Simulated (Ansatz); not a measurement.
ClHMgS, SMILES [SH][Mg][Cl]: a ladder of basis sets, run with Ansatz's Python interface.

Contents of `clhmgs.xyz`:
```text
4

S    -0.32930    1.65890   -0.53950
Mg   -0.27610   -0.68420   -0.06580
Cl   -0.20210   -3.00480    0.39550
H     0.86310    1.96980    0.18940
```

The script, `clhmgs.py`:
```python
'''Basis-set convergence for ClHMgS.'''

import ansatz

system = ansatz.Crystal.molecule_from_extxyz('clhmgs.xyz')

base = system.calculation().functional('b3lyp', dispersion='d3bj')

energies = {}
for basis in ['STO-3G', '6-31G', '6-31G*', 'def2-SVP', 'def2-SVPD', 'def2-TZVP', 'def2-TZVPP']:
    summary = base.basis(gaussian=basis).run(threads=1, pin='off').report
    size = summary['n_frozen'] + summary['n_occupied'][0] + summary['n_virtual'][0]
    energies[basis] = (summary['reference_energy_ev'] / 27.211386246, summary['free_energy_ev'] / 27.211386246)
    print(f'{basis:14s} {size:4d} orbitals  reference {energies[basis][0]:14.6f} Ha  total {energies[basis][1]:14.6f} Ha')

last = energies['def2-TZVPP'][1]
for basis, (_, total) in energies.items():
    print(f'{basis:14s} lies {27.211386 * (total - last):9.4f} eV above def2-TZVPP')
```

How far does the total energy move along this ladder of basis sets?

Against STO-3G: 6-31G -11908.8 mHa, 6-31G* -11949.7 mHa, def2-SVP -11662.8 mHa, def2-SVPD -11678.1 mHa, def2-TZVP -12029.8 mHa and def2-TZVPP -12030.5 mHa. The last step alone is -0.77 mHa (these two sets differ little on atoms other than hydrogen). From the first set to the last the time grows from 0.7 to 3.0 s.

The run itself:

`python clhmgs.py` gives:
```text
STO-3G           28 orbitals  reference   -1047.233641 Ha  total   -1047.239415 Ha
6-31G            41 orbitals  reference   -1059.142475 Ha  total   -1059.148248 Ha
6-31G*           59 orbitals  reference   -1059.183294 Ha  total   -1059.189067 Ha
def2-SVP         59 orbitals  reference   -1058.896437 Ha  total   -1058.902211 Ha
def2-SVPD        83 orbitals  reference   -1058.911736 Ha  total   -1058.917510 Ha
def2-TZVP       112 orbitals  reference   -1059.263407 Ha  total   -1059.269181 Ha
def2-TZVPP      130 orbitals  reference   -1059.264174 Ha  total   -1059.269948 Ha
STO-3G         lies  327.3675 eV above def2-TZVPP
6-31G          lies    3.3116 eV above def2-TZVPP
6-31G*         lies    2.2009 eV above def2-TZVPP
def2-SVP       lies   10.0066 eV above def2-TZVPP
def2-SVPD      lies    9.5903 eV above def2-TZVPP
def2-TZVP      lies    0.0209 eV above def2-TZVPP
def2-TZVPP     lies    0.0000 eV above def2-TZVPP
```

Reading the output:
- The drop along the ladder measures the basis error, and is no property of the molecule.
- The geometry is a force-field or estimated start, not a minimum of this method, and the last set is no limit. Much of the fall in a total is atomic energy, which cancels in bond and reaction energies.
- Total less reference energy is the dispersion correction.
- b3lyp holds the VWN-RPA fit, as in Gaussian; the form of ORCA and Turbomole is b3lyp5.
- Totals across families of basis sets mostly measure their core functions.
- Wall time of the script: 13 s on 1 thread of Arm Neoverse V1, on a shared host, peak memory 0.3 GiB.
